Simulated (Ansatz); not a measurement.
Geometry optimisation, Ansatz, RKS PBE0-D4/def2-SVP.

The input (input.yaml):

```yaml
crystal:
  periodic: [false, false, false]
  atoms:
    - { symbol: Al, position_ang: [0.125139, 0.514455, -0.377177] }
    - { symbol: O, position_ang: [-0.156304, -0.164974, 2.494775] }
    - { symbol: H, position_ang: [-1.091587, -0.308635, 2.67697] }
    - { symbol: H, position_ang: [1.512841, -0.181965, -0.678897] }
    - { symbol: H, position_ang: [-1.299729, 0.02651, -0.874463] }
    - { symbol: "N", position_ang: [0.14686, 2.160442, 0.519399] }
    - { symbol: H, position_ang: [1.003184, 2.674817, 0.700515] }
    - { symbol: H, position_ang: [-0.63999, 2.80215, 0.50517] }
    - { symbol: H, position_ang: [-0.103014, 0.8027, 2.303008] }
basis:
  gaussian: { orbitals: def2-SVP }
hamiltonian:
  xc: pbe0
  dispersion: d4
relax:
  f_tol: 0.03
  max_steps: 50
```

Command:

```bash
$ ansatz run input.yaml --threads 1 --pin off --max-ram 2048MiB --backend cpu --events-out ev --progress --plain --runs-dir out
```

**Question.** Where does it end, and by what steps?

**Answer.** It converged. After 7 steps the energy has fallen by 0.632 eV; O2 moved furthest, 0.53 Å. Joined: Al1–O2 (2.96 → 2.01 Å).

| step | energy less start (eV) | largest force component (eV/Å) | accepted |
| --- | --- | --- | --- |
| 0 | 0.0000 | 1.276 | yes |
| 1 | -0.1931 | 0.835 | yes |
| 2 | -0.4279 | 1.202 | yes |
| 3 | -0.5652 | 1.110 | yes |
| 4 | -0.6103 | 0.473 | yes |
| 5 | -0.6243 | 0.166 | yes |
| 6 | -0.6305 | 0.116 | yes |
| 7 | -0.6322 | 0.025 | yes |

```xyz
9
Properties=species:S:1:pos:R:3
Al 0.069 0.408 0.038
O -0.118 -0.042 1.985
H -0.964 -0.376 2.307
H 1.441 -0.225 -0.453
H -1.347 -0.009 -0.576
N 0.136 2.143 0.714
H 1.009 2.665 0.692
H -0.614 2.796 0.497
H -0.115 0.966 2.065
```

Whether the end is a true minimum wasn't checked by a vibrational analysis.

Run time: 12 s on 1 thread of Intel(R) Xeon(R) 6975P-C (Granite Rapids), with other jobs on the host, peak memory 0.15 GiB.
